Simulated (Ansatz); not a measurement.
# H₂S (triplet): from Hartree-Fock to the top rungs at distance H1–H2 along a hydrogen transfer = 0.745 Å, cc-pVDZ

Aim: climb from Hartree-Fock through coupled cluster and multireference methods for H₂S (triplet) at one geometry and basis, and see what each rung misses.

Computed with Ansatz 0.2.0, Gaussian basis. Level: cc-pVDZ, core rule «outside noble gas», up to 5 orbitals frozen.

Plan: UHF; CCSD(T) on ROHF; CCSD(T) on UHF; BCCD(T) on ROHF; CISD; CCSDT(Q) on ROHF; CCSDT(Q) on UHF; CCSDTQ on ROHF; CCSDTQ on UHF; CASSCF and MRCISD+Q, 4 electrons in 4 orbitals; CASSCF and NEVPT2, 4 electrons in 4 orbitals; CASSCF and MRCISD+Q, 8 electrons in 6 orbitals; CASSCF and MRCISD+Q(relaxed), 8 electrons in 6 orbitals; CASSCF and NEVPT2, 8 electrons in 6 orbitals; Full CI.

### 1 What is computed

The geometry derives from fragments relaxed apart (PBE0/def2-TZVP) and kept rigid, so it is no stationary point. A hydrogen atom is moved between rigid fragments.

3 atoms, charge 0, spin multiplicity 3.

Atoms are counted from 1 here; the program's logs count them from 0.

Bond lengths: H1–H2 0.745 Å.

### 2 UHF

Contents of in.yaml:

```yaml
crystal:
  periodic: [false, false, false]
  atoms:
    - {symbol: H, position_ang: [0.000000, 0.000000, -1.156000]}
    - {symbol: H, position_ang: [0.000000, 0.000000, -0.411000]}
    - {symbol: S, position_ang: [0.000000, 0.000000, 1.567000]}
basis:
  gaussian: {orbitals: cc-pVDZ}
magnetization: {spin_polarized: true, initial_magnetization: 2}
hamiltonian: {xc: hf}
output: {orbitals: {seedname: orbitals}}
```

Launch:

```console
$ ansatz run in.yaml --threads 1 --pin off --events-out ev --progress --plain --max-ram 2816MiB --backend cpu
```

Further steps of the session: CCSD(T) on ROHF; CCSD(T) on UHF; BCCD(T) on ROHF; CISD; CCSDT(Q) on ROHF; CCSDT(Q) on UHF; CCSDTQ on ROHF; CCSDTQ on UHF; CASSCF and MRCISD+Q, 4 electrons in 4 orbitals; CASSCF and NEVPT2, 4 electrons in 4 orbitals; CASSCF and MRCISD+Q, 8 electrons in 6 orbitals; CASSCF and MRCISD+Q(relaxed), 8 electrons in 6 orbitals; CASSCF and NEVPT2, 8 electrons in 6 orbitals; Full CI.

Before running them: what should the planned runs give, taken together? Wanted: FCI below the RHF energy; RMP2 from FCI; UMP2 from FCI; RCCSD from FCI; RCCSD(T) from FCI; UCCSD(T) from FCI; RCCSDT(Q) from FCI; UCCSDT(Q) from FCI; NEVPT2 pair from FCI.

The runs gave:

| quantity | value |
| --- | --- |
| FCI below the RHF energy | -4.0326 eV |
| RMP2 from FCI | +17.58 kcal/mol |
| UMP2 from FCI | +18.03 kcal/mol |
| RCCSD from FCI | +1.34 kcal/mol |
| RCCSD(T) from FCI | +0.31 kcal/mol |
| UCCSD(T) from FCI | +0.29 kcal/mol |
| RCCSDT(Q) from FCI | +0.01 kcal/mol |
| UCCSDT(Q) from FCI | 0.00 kcal/mol |
| NEVPT2 pair from FCI | +16.03 kcal/mol |
| MRCISD+Q pair from FCI | -0.52 kcal/mol |
| NEVPT2 valence from FCI | +20.32 kcal/mol |
| levels within 1 kcal/mol (43 meV) | RCCSD(T), UCCSD(T), BCCD(T), RCCSDT, UCCSDT, RCCSDT(Q), UCCSDT(Q), RCCSDTQ, UCCSDTQ, MRCISD+Q pair, MRCISD+Q valence, MRCISD+Q(relaxed) valence |
| T1 diagnostic | 0.014 |
| effectively unpaired electrons | 2.02 |

What this shows: RCCSD(T) misses by +0.31 kcal/mol, 0.3 % of the correlation energy. MRCISD+Q pair, MRCISD+Q valence, MRCISD+Q(relaxed) valence fall below full CI: the +Q correction isn't variational, and the cores differ from full CI's. One determinant dominates. Of the multireference levels listed MRCISD+Q valence comes nearest in total energy (-0.50 kcal/mol), which doesn't show that its space is the better one. These misses are within one basis, not against nature; the frozen cores of restricted and unrestricted runs differ, which can shift their rows.
